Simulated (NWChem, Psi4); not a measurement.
From Psi4 to NWChem

Psi4 1.11 runs this on AlH (SMILES [AlH]):

alh.xyz:
```
2
AlH
Al     0.000000     0.000000    -0.025640
H      0.000000     0.000000     1.639110
```

alh_ase.py:
```python
import numpy as np
from ase.calculators.psi4 import Psi4
from ase.io import read

mol = read('alh.xyz')
calc = Psi4(atoms=mol, method='hf', basis='3-21G', memory='2200MB', num_threads=1, charge=0, multiplicity=1, label='psi4-calc')
calc.psi4.set_options({'puream': True, 'e_convergence': 1e-09, 'd_convergence': 1e-08, 'scf_type': 'pk'})
mol.calc = calc

print(f'energy: {mol.get_potential_energy():.6f} eV')
```

```bash
$ python alh_ase.py
```

Geometry: relaxed at PBE0-D4/def2-TZVP.

It gives a total energy of -241.122530 Eh.

Task: Translate the job to NWChem 7.3.0 as an ASE script, asking for the gradient.

Result: For example:

run.py:
```python
from ase import Atoms
from ase.calculators.nwchem import NWChem

molecule = Atoms('AlH', positions=[
    [-0.000000, 0.000000, -0.025640],
    [0.000000, -0.000000, 1.639110],
])

calc = NWChem(
    label='input',
    theory='scf',
    memory='2200 mb',
    basis='3-21G',
    basispar='spherical bse',
    scf={'nopen': '0', 'rhf': None, 'thresh': '1e-08', 'maxiter': '80'},
)
molecule.calc = calc

forces = molecule.get_forces()
print(f"energy = {molecule.get_potential_energy():.6f} eV")
print("forces (eV/A):")
for s, f in zip(molecule.symbols, forces):
    print(f"{s:2s} {f[0]:10.5f} {f[1]:10.5f} {f[2]:10.5f}")
print("dipole (e A):", molecule.get_dipole_moment().round(4))
```

```bash
$ export ASE_NWCHEM_COMMAND="nwchem PREFIX.nwi > PREFIX.nwo"
$ python run.py
```

Its energy is -241.122530 Eh, the same as the first but for the last digit, at most.
